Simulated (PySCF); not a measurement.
## Bonding in C-cyanomethanimine

Compound: C-cyanomethanimine, C₂H₂N₂.
Numbering: `[H]/[N:2]=[CH:3]/[C:4]#[N:5]` (hydrogens: H1 on N2; H6 on C3)

Bond orders from the PBE0/pcSseg-1 density (PySCF). Isolated species at its GFN2-xTB geometry, gas phase.

**Question.** How far do the computed orders between heavy atoms stray from the drawn ones?

**Answer.** The largest departure is 0.022, at C3–C4 (drawn single, 0.978) and N2–C3 (drawn double, 2.020).

**Question.** Set the Mayer orders of the bonds between heavy atoms beside their lengths.

**Answer.** 
| bond | drawn as | length (Å) | Mayer order |
| --- | --- | --- | --- |
| N2–C3 | double | 1.256 | 2.020 |
| C3–C4 | single | 1.425 | 0.978 |
| C4–N5 | triple | 1.145 | 3.008 |

By pair of heavy elements: C–N: lowest N2–C3 (2.020, 1.256 Å), highest C4–N5 (3.008, 1.145 Å).

**Question.** And the bonds to hydrogen?

**Answer.** H–N: 0.93 (1 bond); C–H: 0.92 (1 bond).

**Question.** Sum the orders of all bonds at each heavy atom with more than one neighbour and set the sums beside the valence in the SMILES.

**Answer.** N2 2.947 (drawn 3), C3 3.922 (drawn 4), C4 3.986 (drawn 4). Orders between atoms that aren't bonded are not in these sums.

The Mayer order sums products of elements of PS (density times overlap matrix) between the two atoms' basis functions, so it depends on the basis set.
